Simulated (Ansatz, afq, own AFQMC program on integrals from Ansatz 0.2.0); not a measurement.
Integrals from Ansatz 0.2.0, then the random walk in our own AFQMC program (afq).

```yaml
crystal:
  periodic: [false, false, false]
  atoms:
    - {symbol: Cl, position_ang: [0.000000, 0.000000, 0.000000]}
    - {symbol: Be, position_ang: [0.000000, 0.000000, 1.944600]}
basis:
  gaussian: {orbitals: aug-cc-pVDZ}
total_charge: -1
magnetization: {spin_polarized: false}
correlation: {method: ccsd_t, electrons: outside_noble_gas, hamiltonian_folder: ham}
```

```sh
$ ansatz run in.yaml --threads 1 --pin off --events-out ev --progress --plain --max-ram 1843MiB
```

Options of the walk:

```
--method phaseless --trial cisd --walkers 60 --populations 1 --least-time 40 --time-step 0.005 --steps-per-block 50 --equilibration-blocks 28 --max-blocks 300 --target-error 0.00038 --factor-cut 1e-05 --seed 9511 --release-times 0.24,0.51,0.99,1.62,2.4 --release-step 0.03 --release-every 4 --taylor-order 6
```

Times are imaginary, in 1/Eh. The walk had a cap of 797 s.

Output of the walk:

```
orbitals 44  electrons 5 5  factors 321 of 476
reference energy -474.18280766 Eh
CCSD correlation -0.21611137 Eh in 11 cycles, weight of the determinant in the CISD state 0.8571
energy of the start -474.398919 Eh
 block  time / (1/Eh)  mean weight  energy / Eh
     1     0.250  0.9983  -474.395557
     2     0.500  0.9996  -474.396718
     3     0.750  0.9992  -474.399742
     4     1.000  0.9992  -474.398830
     5     1.250  0.9994  -474.401985
     7     1.750  1.0008  -474.399927
     9     2.250  1.0008  -474.406045
    17     4.250  1.0000  -474.404969
    33     8.250  0.9993  -474.397640
    49    12.250  1.0001  -474.408506
    65    16.250  1.0005  -474.401464
    73    18.250  1.0004  -474.422847
    81    20.250  0.9990  -474.398926
    97    24.250  0.9994  -474.398779
   113    28.250  0.9999  -474.404682
   129    32.250  0.9990  -474.404993
   145    36.250  0.9998  -474.416841
   161    40.250  1.0016  -474.403110
   177    44.250  0.9980  -474.406497
   193    48.250  0.9998  -474.408240
   209    52.250  1.0006  -474.416838
   225    56.250  0.9987  -474.411566
   241    60.250  0.9999  -474.407571
   257    64.250  0.9992  -474.412452
   273    68.250  0.9987  -474.404613
   289    72.250  1.0003  -474.406655
   305    76.250  1.0008  -474.405320
   321    80.250  1.0019  -474.403626
blocks merged  error / Eh  count
     1  0.000294  300
     2  0.000367  150
     4  0.000456  75
     8  0.000502  37
    16  0.000568  18
    32  0.000462  9
released: time / (1/Eh)  energy / Eh  error  mean overlap
  0.24  -474.407366  0.000578  0.9940
  0.51  -474.407473  0.000489  0.9872
  0.99  -474.406882  0.000490  0.9879
  1.62  -474.406896  0.000457  0.9797
  2.40  -474.407708  0.000667  0.9431
energy -474.407885 +/- 0.000568 Eh
(rows thinned)
```

The run passed its tests (sampling time, drift between the halves within three errors, error under three times the target), which doesn't prove that it has relaxed. The second half of the sampling lies below the first by 1.9 errors of their difference, so the energy may still be moving and its error bar be too small.

Against this walk (error 15.5 meV) on the same determinant: CCSD(T) 61.1 meV higher, CCSDT(Q) 30.4 meV higher (within the noise). The error is statistical and leaves out the bias of the constraint. Released to 2.40 1/Eh the energy moves by 5 ± 24 meV (both errors), within twice the noise.

Cautions: constraint bias not in the error; error above the target (15.5 against 10.3 meV); restricted determinant unstable towards unrestricted (UHF 28 meV lower, ⟨S²⟩ 0.26).

The walk took 3.8 min on 1 thread of Arm Neoverse V2 (shared host). The log's last line is the phaseless energy.

CCSDT and higher add their correlation energy to the determinant of the CCSD(T) run, since their own runs factorise the integrals more tightly (a shift of under 2 meV). A walk keeps the symmetry of its determinant, which the program's search chose and which needn't be the lowest solution, so a lower state of the same spin and another symmetry isn't excluded.
